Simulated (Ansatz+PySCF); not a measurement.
# doublet CH3: levels of theory in one basis

```xyz
4

C     0.0000    0.0000    0.0000
H     1.3629    0.0000    0.0000
H    -0.5452    0.9443    0.0000
H    -0.5452   -0.9443    0.0000
```

Basis set: STO-3G (spherical functions). Left uncorrelated: 1 orbital. Correlation on ROHF uses semicanonical orbitals with singles. Charge 0, multiplicity 2.

Computed with Ansatz (development build ahead of 0.2.0); each method stands on the lowest determinant of its kind that the runs found.

```csv
method,E − E(ROHF) (eV),<S²> of the determinant
ROHF,0.00,0.75
UHF,-0.17,0.79
ROHF-MP2,-1.35,–
UHF-MP2,-1.40,0.79
ROHF-CCSD,-2.11,–
UHF-CCSD,-2.11,0.79
ROHF-CCSD(T),-2.12,–
UHF-CCSD(T),-2.11,0.79
full CI (lowest root of this spin),-2.12,–
```

At such a shape the full CI root can have another spatial symmetry than the determinants, so the rows needn't describe one state.

Question: Is a single determinant a sound starting point here?

Answer: Only with care. Unrestricted orbitals gain 0.17 eV and <S²> is 0.79 against 0.75 for a pure state, but bonds are stretched.

Caution for ROHF-MP2, UHF-MP2, ROHF-CCSD, UHF-CCSD, ROHF-CCSD(T), UHF-CCSD(T): bonds are stretched, where a single reference can fail.
